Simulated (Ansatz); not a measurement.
C3H7, SMILES [CH2]CC, a rigid scan of one bond length

Program: Ansatz 0.2.0 through its Python package.

Run as a notebook:

**Cell 1**
```python
from dataclasses import dataclass

import ansatz as az
import numpy as np
```

**Cell 2**
```python
@dataclass(frozen=True)
class Options:
    basis_set: str = 'def2-SVP'
    xc: str = 'cam_b3lyp'
```

**Cell 3**
```python
settings = Options()
```

**Cell 4**
```python
geometry = (
    az.Crystal.molecule()
    .atom('C', (-1.0848, 0.3773, -0.6918))
    .atom('C', (0.2701, 0.467, -0.2144))
    .atom('C', (0.5584, -0.6854, 0.7055))
    .atom('H', (-1.5277, -0.5129, -0.9555))
    .atom('H', (-1.6268, 1.3312, -1.022))
    .atom('H', (0.4374, 1.4319, 0.3122))
    .atom('H', (0.9797, 0.4512, -1.0684))
    .atom('H', (1.6646, -0.6004, 1.0627))
    .atom('H', (-0.0603, -0.6623, 1.639))
    .atom('H', (0.4725, -1.6489, 0.2356))
)
```

**Cell 5**
```python
symbols = [site.symbol for site in geometry.cartesian_sites]
start = np.array([site.position_ang for site in geometry.cartesian_sites])
axis = (start[0] - start[1]) / np.linalg.norm(start[0] - start[1])
moving = [0, 3, 4]
lengths, energies = [1.267, 1.324, 1.382, 1.439, 1.497, 1.554, 1.612, 1.698], []
for length in lengths:
    xyz = start.copy()
    xyz[moving] += (length - np.linalg.norm(start[0] - start[1])) * axis
    point = az.Crystal.molecule()
    for symbol, place in zip(symbols, xyz):
        point = point.atom(symbol, place.tolist())
    calculation = (
        point.calculation()
        .basis(gaussian=settings.basis_set)
        .functional(settings.xc)
        .spin('collinear', total=1)
    )
    report = calculation.run().report
    energies.append(report['free_energy_ev'])
    print(f'r = {length:6.3f} A  E = {energies[-1]:.5f} eV  <S^2> = {abs(report["mean_field"]["state"]["spin_squared"]):.3f}')
```
Output:
```text
r =  1.267 A  E = -3217.74976 eV  <S^2> = 0.754
r =  1.324 A  E = -3218.35075 eV  <S^2> = 0.754
r =  1.382 A  E = -3218.71947 eV  <S^2> = 0.754
r =  1.439 A  E = -3218.90196 eV  <S^2> = 0.754
r =  1.497 A  E = -3218.95068 eV  <S^2> = 0.754
r =  1.554 A  E = -3218.89847 eV  <S^2> = 0.754
r =  1.612 A  E = -3218.77060 eV  <S^2> = 0.754
r =  1.698 A  E = -3218.48576 eV  <S^2> = 0.755
```

**Cell 6**
```python
fit = np.polynomial.Polynomial.fit(lengths, np.array(energies) - min(energies), 4).convert()
roots = [r.real for r in fit.deriv().roots() if abs(r.imag) < 1e-9 and fit.deriv(2)(r.real) > 0]
r_e = min(roots, key=lambda r: abs(r - lengths[int(np.argmin(energies))]))
print(f'minimum of the fit at {r_e:.4f} A, force constant {fit.deriv(2)(r_e):.2f} eV/A^2')
```
Output:
```text
minimum of the fit at 1.4921 A, force constant 30.84 eV/A^2
```

Reading the output:
- Total energies depend on the basis set; only differences at equal settings carry meaning.
- The rest of the molecule is held rigid at a force-field or estimated start geometry, and the basis set is modest; single-reference methods fail as a bond breaks.
- The run takes the species as open-shell (spin multiplicity 2), which needn't be its ground state.
- Run time: 24 s on 1 thread of Arm Neoverse V1 (shared host), peak memory 0.24 GiB.
